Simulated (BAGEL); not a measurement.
# BHF2 (SMILES FBF): HF/def2-TZVPP (density fitting with qzvpp-jkfit)

What is the vertical ionisation energy of BHF2 at HF/def2-TZVPP (density fitting with qzvpp-jkfit)? 

The results are computed with BAGEL 1.2.2.

### Step 1. The structure to begin with

The species is BHF2 (4 atoms), meant as a singlet with charge 0. As SMILES, `FBF`. The coordinates come from a PBE0-D4/def2-TZVP relaxation.

Bond lengths: F1–B2 1.313 Å, B2–F3 1.313 Å, B2–H4 1.191 Å. Angles: F1–B2–F3 118.1°, F1–B2–H4 121.0°, F3–B2–H4 121.0°.

### Step 2. A single-point energy at HF/def2-TZVPP (density fitting with qzvpp-jkfit)

File job.json:

```json
{ "bagel" : [

{
  "title" : "molecule",
  "basis" : "tzvpp",
  "df_basis" : "qzvpp-jkfit",
  "angstrom" : true,
  "geometry" : [
    { "atom" : "F", "xyz" : [       1.154300,       0.456900,      -0.361900 ] },
    { "atom" : "B", "xyz" : [      -0.001900,      -0.031000,       0.025200 ] },
    { "atom" : "F", "xyz" : [      -1.095400,       0.528700,      -0.438900 ] },
    { "atom" : "H", "xyz" : [      -0.057000,      -0.954600,       0.775600 ] }
  ]
},

{
  "title" : "hf",
  "charge" : 0
},

{
  "title" : "print",
  "file" : "orbitals.molden",
  "orbitals" : true
}

]}
```

On the command line:

```console
$ BAGEL_NUM_THREADS=1 BAGEL job.json > job.out
```

Output:

```text
* using 1 threads per process

  ===============================================================
  ===============================================================

  *** Geometry ***

  { "atom" : "F", "xyz" : [      2.181311,      0.863416,     -0.683892 ] },
  { "atom" : "B", "xyz" : [     -0.003590,     -0.058582,      0.047621 ] },
  { "atom" : "F", "xyz" : [     -2.070006,      0.999098,     -0.829401 ] },
  { "atom" : "H", "xyz" : [     -0.107714,     -1.803933,      1.465672 ] },

  Number of auxiliary basis functions:      247

  Since a DF basis is specified, we compute 2- and 3-index integrals:
    o Being stored without compression. Storage requirement is 0.023 GB

  Number of basis functions:      107
  Number of electrons      :       24

    * METHOD: MOLECULE                             0.10

  *** RHF ***

  === Nuclear Repulsion ===
    61.8885547595

      * DIIS with orbital gradients will be used.

  === RHF iteration (tzvpp) ===
      0       -224.14088061          0.02555236           0.03
      1       -224.28104064          0.01687668           0.03
      2       -224.36516027          0.00132011           0.03
      3       -224.36604224          0.00014119           0.03
      4       -224.36605553          0.00002752           0.03
      5       -224.36605610          0.00000606           0.03
      6       -224.36605613          0.00000143           0.03
      7       -224.36605613          0.00000024           0.03
      8       -224.36605613          0.00000011           0.03
      9       -224.36605613          0.00000002           0.03
     10       -224.36605613          0.00000001           0.03
    * SCF iteration converged.

    * Permanent dipole moment:
           (    0.020956,     0.346818,    -0.281814) a.u.

    * METHOD: HF                                   0.37

    * METHOD: PRINT                                0.03

  ===============================================================
```

Wall time 0.62 s (1 thread of Arm Neoverse V1, shared host).

### Step 3. The doublet cation, same level

File job.json:

```json
{ "bagel": [

{
  "title": "molecule",
  "basis": "tzvpp",
  "df_basis": "qzvpp-jkfit",
  "angstrom": "true",
  "geometry": [
    { "atom": "F", "xyz": [       1.154300,       0.456900,      -0.361900 ] },
    { "atom": "B", "xyz": [      -0.001900,      -0.031000,       0.025200 ] },
    { "atom": "F", "xyz": [      -1.095400,       0.528700,      -0.438900 ] },
    { "atom": "H", "xyz": [      -0.057000,      -0.954600,       0.775600 ] }
  ]
},

{ "title": "uhf", "charge": 1, "nopen": 1 },

{ "title": "print", "file": "orbitals.molden", "orbitals": "true" }

]}
```

On the command line:

```console
$ BAGEL_NUM_THREADS=1 BAGEL job.json > job.out
```

Output:

```text
* using 1 threads per process

  ===============================================================
  ===============================================================

  *** Geometry ***

  { "atom" : "F", "xyz" : [      2.181311,      0.863416,     -0.683892 ] },
  { "atom" : "B", "xyz" : [     -0.003590,     -0.058582,      0.047621 ] },
  { "atom" : "F", "xyz" : [     -2.070006,      0.999098,     -0.829401 ] },
  { "atom" : "H", "xyz" : [     -0.107714,     -1.803933,      1.465672 ] },

  Number of auxiliary basis functions:      247

  Since a DF basis is specified, we compute 2- and 3-index integrals:
    o Being stored without compression. Storage requirement is 0.023 GB

  Number of basis functions:      107
  Number of electrons      :       24

    * METHOD: MOLECULE                             0.10

  *** Open-shell HF ***

  === Nuclear Repulsion ===
    61.8885547595

      * DIIS with orbital gradients will be used.

  === UHF iteration (tzvpp) ===
      0       -223.57587869          0.05199905           0.05
      1       -223.72171702          0.04026748           0.05
      2       -223.78587833          0.02833912           0.05
      3       -223.84699621          0.00127221           0.05
      4       -223.84767945          0.00044525           0.05
      5       -223.84780146          0.00017167           0.05
      6       -223.84782283          0.00007206           0.05
      7       -223.84782735          0.00003012           0.05
      8       -223.84782873          0.00001847           0.05
      9       -223.84782924          0.00001014           0.05
     10       -223.84782946          0.00000622           0.05
     11       -223.84782953          0.00000176           0.05
     12       -223.84782953          0.00000092           0.05
     13       -223.84782953          0.00000034           0.05
     14       -223.84782953          0.00000009           0.05
     15       -223.84782953          0.00000005           0.05
     16       -223.84782953          0.00000003           0.05
     17       -223.84782953          0.00000002           0.05
     18       -223.84782953          0.00000001           0.05
     19       -223.84782953          0.00000001           0.05
    * SCF iteration converged.

    * S^2 (UHF) is 0.7649

    * Permanent dipole moment:
           (    0.092865,     1.553236,    -1.262025) a.u.

    * METHOD: UHF                                  1.14

    * METHOD: PRINT                                0.03

  ===============================================================
```

It took 1.4 s on 1 thread of Arm Neoverse V1, shared host.

### Step 4. Outcome

Level: HF/def2-TZVPP (density fitting with qzvpp-jkfit).

```
                                          quantity          value
                        singlet BHF2: total energy  -224.36606 Eh
                       singlet BHF2: dipole moment         1.14 D
                         singlet BHF2: HOMO energy      -15.23 eV
                         singlet BHF2: LUMO energy        2.89 eV
                       singlet BHF2: HOMO–LUMO gap       18.12 eV
                      doublet cation: total energy  -223.84783 Eh
                              doublet cation: ⟨S²⟩          0.765
vertical ionisation energy (to the doublet cation)      14.102 eV
```

The vertical ionisation energy comes to 14.10 eV (325 kcal/mol). The negative HOMO energy of the first species, 15.23 eV, lies 1.13 eV above that difference.
